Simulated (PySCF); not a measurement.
A side-by-side comparison of computed properties.

First species: succinonitrile, C₄H₄N₂.
Structure used (GFN2-xTB), in Å, numbered top down from 1:
```xyz
10
C4H4N2 angstrom
N     -2.896   -0.396   -0.220
C     -1.848    0.048   -0.130
C     -0.511    0.576   -0.018
C      0.512   -0.575    0.015
C      1.849   -0.047    0.125
N      2.899    0.394    0.214
H     -0.318    1.231   -0.873
H     -0.442    1.172    0.897
H      0.321   -1.229    0.870
H      0.442   -1.170   -0.900
```

Second species: Pyrazine, C₄H₄N₂.
Atom-mapped SMILES: `[cH:1]1[cH:2][n:3][cH:4][cH:5][n:6]1` (hydrogens: H7 on C1; H8 on C2; H9 on C4; H10 on C5)

Levels: PBE0/def2-SVPD for dipole moment, HOMO energy, LUMO energy, HOMO–LUMO gap, static isotropic polarisability and electronic spatial extent ⟨r²⟩ about the centre of nuclear charge; TDDFT PBE0/def2-SVPD for lowest singlet excitation; TDA PBE0/def2-SVPD for lowest triplet excitation (Tamm–Dancoff); GFN2-xTB for rotational constant A and rotational constant C. Geometries: GFN2-xTB. Each species is one conformer at its optimised geometry, gas phase, non-relativistic unless stated; the electronic structure was computed with PySCF and density fitting.

Dipoles, sizes and rotational constants follow the conformer. The torsions of the flexible species, by atom-mapped SMILES:
- `[N:1]#[C:2][CH2:3][CH2:4][C:5]#[N:6]`: C2–C3–C4–C5 180°

(1) Which has the higher S1 energy?

(2) Which has the higher T1 energy?

(3) Which of the two has the higher rotational constant A, and by how much?

(4) Which of the two has the higher rotational constant C, and by how much?

(5) Which has the higher LUMO energy?

(6) Which has the higher HOMO–LUMO gap?

(7) Which of the two has the higher ⟨r²⟩, and by how much?

(8) Which has the higher HOMO energy?

Answers

(1) The first: 7.79 eV against 3.99 eV, a difference of 3.80 eV.

(2) The first: 6.40 eV against 3.27 eV, a difference of 3.13 eV.

(3) The first: 25.357 GHz against 6.475 GHz, a difference of 18.882 GHz.

(4) The second: 3.129 GHz against 1.469 GHz, a difference of 1.660 GHz.

(5) The first: -0.20 eV against -1.56 eV, a difference of 1.36 eV.

(6) The first: 9.72 eV against 5.74 eV, a difference of 3.98 eV.

(7) The first: 731 bohr² against 407 bohr², a difference of 324 bohr².

(8) The second: -7.30 eV against -9.92 eV, a difference of 2.62 eV.

On the first: The polarisability is 7.91 Å³ as a volume (1 au = 0.148185 Å³), or 1.27 au for each of the 42 electrons. Point group C2h forbids a permanent dipole, so the rigid molecule has no electric-dipole pure rotational spectrum.

On the second: Point group D2h forbids a permanent dipole, so the rigid molecule has no electric-dipole pure rotational spectrum. The polarisability is 8.30 Å³ as a volume (1 au = 0.148185 Å³), or 1.33 au for each of the 42 electrons.
